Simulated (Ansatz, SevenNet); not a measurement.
## How the volume per atom of chalcopyrite CdGeAs₂ moves with the method

No measured value is used here.

| level (code) | value (Å³/atom) |
|---|---|
| SevenNet-0 (SevenNet) | 26.41 |
| LDA (Ansatz) | 24.21 |
| PBE (Ansatz) | ___ |
| revPBE (Ansatz) | 26.91 |
| PBE-D3(BJ) (Ansatz) | 25.20 |
| PBEsol-D3(BJ) (Ansatz) | 24.18 |
| rVV10 (Ansatz) | 26.72 |
| r²SCAN+rVV10 (Ansatz) | ___ |

Problem. What belongs in the gaps?

Solution. 
- PBE (Ansatz, a first-principles code), value (Å³/atom): 26.26
- r²SCAN+rVV10 (Ansatz), value (Å³/atom): 24.93

Cutoffs differ between the levels. Ansatz's density-functional and Hartree–Fock values are scalar-relativistic unless marked +SOC, with PAW data made under PBE.

Machine-learned potentials (SevenNet-0) are trained on DFT data, which may include these solids.
